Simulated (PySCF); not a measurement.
**Do core-level shifts follow atomic charges?**

C5H10O.
SMILES with atom numbers: `[CH3:1][CH2:2][O:3][CH:4]1[CH2:5][CH2:6]1`

Structure used (PBE0-D3(BJ)/def2-SVP), in Å, numbered top down from 1:
```
atom  x, y, z in Å
C1     2.4789    0.6633   -0.2393
C2     1.3032   -0.2725   -0.1004
O3     0.1713    0.4760    0.2629
C4    -0.9723   -0.2830    0.4025
C5    -1.7765   -0.6203   -0.8200
C6    -2.2630    0.4128    0.1636
H7     2.6614    1.1937    0.7071
H8     3.3889    0.1077   -0.5093
H9     2.2837    1.4152   -1.0182
H10    1.5120   -1.0462    0.6670
H11    1.1159   -0.8125   -1.0502
H12   -0.9276   -1.0349    1.2053
H13   -2.2842   -1.5870   -0.8725
H14   -1.3898   -0.2502   -1.7735
H15   -3.1142    0.1774    0.8072
H16   -2.1875    1.4604   -0.1380
```

Binding energies: delta-SCF UKS SCAN, pcX-2 on the ionised atom, pcseg-1 elsewhere, spin-free X2C (PySCF 2.14.0). Charges: PBE0/pcSseg-1 ground-state density, for the ionised atom.

| atom | environment | C 1s (eV) | Mulliken (e) | IAO (e) | Hirshfeld (e) | ESP (e) |
| --- | --- | --- | --- | --- | --- | --- |
| C5 | three-membered-ring carbon | 290.50 | -0.249 | -0.318 | -0.102 | -0.411 |
| C1 | methyl carbon | 290.66 | -0.287 | -0.414 | -0.120 | -0.371 |
| C4 | sp3 carbon bound to oxygen | 291.90 | +0.039 | +0.068 | +0.024 | +0.029 |
| C2 | sp3 carbon bound to oxygen | 291.95 | +0.011 | -0.034 | +0.005 | +0.484 |

How well does each charge scheme correlate with the binding energies over these sites?

Mulliken: r = 0.98, slope 4.5 eV per e; Hirshfeld: r = 0.97, slope 10.4 eV per e; IAO: r = 0.94, slope 3.2 eV per e; ESP: r = 0.91, slope 1.7 eV per e. On 4 points no scheme stands out.

The point-charge model writes a binding energy as kq + V + constant, with V the potential of the other atoms' charges at the site. What does it give with the Mulliken charges?

V = Σ 14.40 eV Å × q/r over all other atoms: +2.44 eV at C5, +3.71 eV at C1, -3.46 eV at C4, -2.03 eV at C2. Fitting binding energy − V to q gives k = 24.6 eV per e and leaves an rms residual of 0.25 eV, against 0.14 eV for the fit on q alone. The model has no term for differences in relaxation between sites.

The structure is a single PBE0-D3(BJ)/def2-SVP conformer in the gas phase; no vibrational or solvent corrections.
